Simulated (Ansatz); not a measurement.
# BH3O: the cost of one run

All numbers below are computed with Ansatz 0.2.0 (RKS PBE/def2-SVP).

## Step 1: Starting point

Bond lengths: B1–O2 1.410 Å, O2–H3 1.010 Å, B1–H4 1.190 Å, B1–H5 1.190 Å. Angles: B1–O2–H3 109.5°, O2–B1–H4 120.0°, O2–B1–H5 120.0°, H4–B1–H5 120.0°.

As a file:

```xyz
5

B     0.0000    0.0000    0.0000
O     0.0000    0.0000    1.4100
H    -0.9095   -0.2814    1.7471
H     1.0305    0.0000   -0.5950
H    -1.0305    0.0000   -0.5950
```

## Step 2: Relaxing the start

Contents of input.yaml:

```yaml
crystal:
  periodic: [false, false, false]
  atoms:
    - { symbol: B, position_ang: [0.0, 0.0, 0.0] }
    - { symbol: O, position_ang: [0.0, 0.0, 1.41] }
    - { symbol: H, position_ang: [-0.9095, -0.2814, 1.7471] }
    - { symbol: H, position_ang: [1.0305, 0.0, -0.595] }
    - { symbol: H, position_ang: [-1.0305, 0.0, -0.595] }
basis:
  gaussian: { orbitals: def2-SVP }
hamiltonian:
  xc: pbe
relax:
  f_tol: 0.02
  max_steps: 40
```

On the command line:

```
$ ansatz run input.yaml --threads 1 --pin off --max-ram 2048MiB --backend cpu --events-out ev --progress --plain --runs-dir out
```

Q: Estimate wall time and peak memory on 1 thread of Arm Neoverse V2, shared host.

About 3.4 s, with a peak of 0.097 GiB.
